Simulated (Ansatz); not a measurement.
Forces on a displaced structure

B2SiH6, closed shell, displaced at random from a GFN2-xTB minimum.

```
9
angstrom
B -1.1991 0.8874 -1.2130
B 0.0042 0.9774 0.1060
Si 0.8786 -0.9439 0.6185
H -2.4766 0.7227 -0.6697
H -0.8710 1.2238 -2.1970
H 0.4651 1.7581 0.9799
H 0.2330 -2.0783 -0.2544
H 2.3616 -0.9791 0.5870
H 0.3894 -1.5378 2.0612
```

Program: Ansatz 0.2.0. Basis: def2-TZVPP. Cores are frozen in the correlated methods.

CCSD(T) forces from the calculation:
```tsv
atom	Fx	Fy	Fz (eV/Å)
B1	-1.412	0.362	6.428
B2	-0.146	-1.256	0.217
Si3	-1.998	-1.166	0.560
H4	2.544	-0.004	-1.584
H5	0.384	0.355	-3.216
H6	-0.778	-0.281	-1.234
H7	0.824	0.883	0.380
H8	-0.055	0.026	-0.101
H9	0.636	1.081	-1.448
```

Question: Which atom feels the largest CCSD(T) force, and how large is it?

Answer: B1, 6.59 eV/Å, along (-0.21, 0.05, 0.98).

Root-mean-square difference of the force components from those of CCSD(T): PBE0-D4 0.098; wB97M-V 0.071; r2SCAN-D4 0.122; PBE-D4 0.202; B97M-V 0.155; r2SCAN0-D4 0.081 eV/Å.

T1 diagnostic: at most 0.015. These are differences at one structure, and CCSD(T) in triple zeta is itself an approximation.

For scale, one of the runs: CCSD(T)/def2-TZVPP forces, 188 basis functions (an equivalent command: `ansatz run in.yaml --threads 4`). Time: 70 s of wall clock on 4 CPU threads; the host was shared. Peak host memory: 3.8 GiB.
